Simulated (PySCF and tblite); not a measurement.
The numbers below are computed, except where a source is named.
# Conformers and averaged properties: C4H6O, numbered as in [CH:1]#[C:2][CH2:3][CH2:4][OH:5]

Search: ETKDG and KDG, MMFF94s, GFN2-xTB, 90 starts; geometries at PBE0-D3(BJ)/def2-SVP. Free energies are PBE0-D3(BJ)/def2-TZVP single points with GFN2-xTB rigid-rotor and vibrational terms (modes under about 100 cm⁻¹ blended into free rotors). Symmetry numbers and mirror images are counted. Conformers within 4 kcal/mol (GFN2-xTB free energy) were kept, 7 at most. GIAO shieldings: PBE0/pcSseg-2. Couplings: B3LYP/pcSseg-1 with pcJ-1 on H (gas phase; spin-dipole term only for pairs with B, N, F, Si or P). Couplings are for ¹H; a prime marks the second kind of pair between the same two sets of atoms. Shifts are against TMS (¹H), TMS (¹³C) at the same level. Run with PySCF (density fitting) and tblite.

Torsions listed: C2–C3–C4–O5, C3–C4–O5–H5. Of a mirror pair one member is shown.

```
conformer         shape   symmetry  E(GFN2) kcal/mol  E(DFT) kcal/mol  G(298.15 K) kcal/mol  weight %  dipole D
        1     60°, -57°  C1 (pair)              0.00             0.00                  0.00      83.7      1.30
        2   -178°, -68°  C1 (pair)              0.78             1.51                  1.41       7.7      1.34
        3  -179°, -178°         Cs              1.74             1.50                  1.62       5.5      1.51
        4    66°, -164°  C1 (pair)              3.05             2.66                  2.30       1.7      1.96
        5    -58°, -57°  C1 (pair)              1.64             2.59                  2.41       1.4      1.88
```

Weights (%) against temperature:

| T (K) | 1 | 2 | 3 | 4 | 5 | S(mix) cal/mol/K |
| --- | --- | --- | --- | --- | --- | --- |
| 200 | 94.9 | 2.6 | 2.0 | 0.2 | 0.2 | 1.85 |
| 250 | 89.6 | 5.1 | 3.8 | 0.8 | 0.7 | 2.21 |
| 298.15 | 83.7 | 7.7 | 5.5 | 1.7 | 1.4 | 2.57 |
| 350 | 77.2 | 10.3 | 7.1 | 3.0 | 2.5 | 2.90 |
| 400 | 71.3 | 12.4 | 8.4 | 4.3 | 3.6 | 3.17 |

Averaged shifts at 298.15 K. ¹H: 3.59 (H4, 2H), 2.39 (H3, 2H), 1.75 (H1, 1H) ppm. ¹³C: 88.3 (C2), 77.2 (C1), 65.0 (C4), 26.6 (C3) ppm.

Averaged couplings (Hz): ⁴J(H1,H3) -4.3, ²J(H3,H3) -18.9, ³J(H3,H4) 5.2, ³J(H3,H4′) 7.5, ⁴J(H3,H5) -0.6, ²J(H4,H4) -12.3, ³J(H4,H5) 8.9.

Coordinates of conformer 1 (Å):

```xyz
11

C     2.149   -0.049    0.788
C     1.192    0.283    0.123
C    -0.006    0.629   -0.632
C    -1.141   -0.366   -0.371
O    -1.506   -0.416    0.973
H     3.013   -0.329    1.362
H    -0.338    1.640   -0.342
H     0.228    0.660   -1.710
H    -2.031   -0.049   -0.937
H    -0.842   -1.360   -0.761
H    -0.714   -0.639    1.480
```

Coordinates of conformer 2 (Å):

```xyz
11

C     2.497   -0.519    0.357
C     1.423   -0.191   -0.096
C     0.112    0.190   -0.599
C    -1.025   -0.130    0.378
O    -2.277    0.200   -0.147
H     3.454   -0.809    0.749
H     0.107    1.272   -0.821
H    -0.093   -0.323   -1.554
H    -1.035   -1.213    0.576
H    -0.825    0.368    1.346
H    -2.334    1.159   -0.214
```

H on N, O and S are left out: they exchange, and hydrogen bonds move them by several ppm. Shifts are unscaled: against experiment ¹³C can be off by 15 ppm or more and ¹H by 0.8 ppm.

Search and properties took 3.2 min on 1 thread of Arm Neoverse V2, on a host shared with other jobs (rough), launched as `OMP_NUM_THREADS=1 python ens_run.py task.json out`.
